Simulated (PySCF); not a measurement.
## Exact simulation of a proton spin system

Molecule: Quinoxaline, C8H6N2.

Cartesian coordinates in Å; atom numbers follow the order of the lines, from 1:
```xyz
16

C    -2.2349    0.6252    0.3380
C    -2.2203   -0.5886   -0.3923
C    -1.0303   -1.1804   -0.7451
C     0.1973   -0.5752   -0.3781
N     1.3684   -1.1633   -0.7280
C     2.4663   -0.5547   -0.3601
C     2.4518    0.6641    0.3709
N     1.3397    1.2557    0.7233
C     0.1824    0.6500    0.3575
C    -1.0595    1.2357    0.7074
H    -3.1924    1.0770    0.6080
H    -3.1666   -1.0553   -0.6757
H    -0.9875   -2.1150   -1.3076
H     3.4230   -1.0156   -0.6344
H     3.3974    1.1395    0.6585
H    -1.0393    2.1708    1.2703
```

PySCF 2.14.0 with density-fitted response routines calculation with PBE0-D3(BJ)/def2-SVP structure, J: B3LYP/pcJ-1 (without the spin–dipole term) and NMR shieldings at PBE0/pcSseg-1/GIAO; single conformer, non-relativistic Hamiltonian, fast rotation and ring inversion assumed for equivalent nuclei, no solvent.

Scale: TMS for 1H (σ = 31.27 ppm) (reference shieldings calculated alike).

Shifts (ppm): H11/H12 8.00, H13/H16 8.46.
Couplings (Hz): H11–H12: 7.8; H11–H13, H12–H16: 1.1; H11–H16, H12–H13: 9.5; H13–H16: 0.7.

The 4-spin Hamiltonian (Zeeman plus full scalar coupling among like nuclei) was diagonalised exactly; lines are Lorentzian, 1.0 Hz wide, and the maxima above 3 % are listed with the tallest set to 100.

Q: Give the 1H peak list of this spin system at 80 MHz.

A: 
δ in ppm (height): 8.594 (5), 8.578 (7), 8.534 (60), 8.491 (61), 8.448 (53), 8.442 (54), 8.401 (100), 8.354 (18), 8.346 (16), 8.114 (16), 8.106 (18), 8.059 (100), 8.018 (54), 8.012 (53), 7.969 (61), 7.926 (60), 7.882 (7), 7.866 (5)

Q: And at 800 MHz?

A: 
Hz from δ = 0 (height): 6778.2 (9), 6777.1 (11), 6773.4 (95), 6769.9 (80), 6766.2 (79), 6762.8 (100), 6759.0 (12), 6757.9 (10), 6410.1 (10), 6409.0 (12), 6405.2 (100), 6401.8 (79), 6398.1 (80), 6394.7 (95), 6390.9 (11), 6389.8 (9)

Q: Among coupled protons with different shifts, which pair is furthest from first order, and how does the field change that?

A: H11 and H16: Δν/J is about 3.9 at 80 MHz (strongly coupled) and 38.7 at 800 MHz (close to first order). J in Hz doesn't depend on the field, while Δν in Hz grows in proportion to it. The system also holds chemically equivalent protons that couple differently to a partner (AA′BB′ or AA′XX′ type), and that part stays second order at any field.

Unscaled 3J(H,H) at this level run about 10 % above measured values.
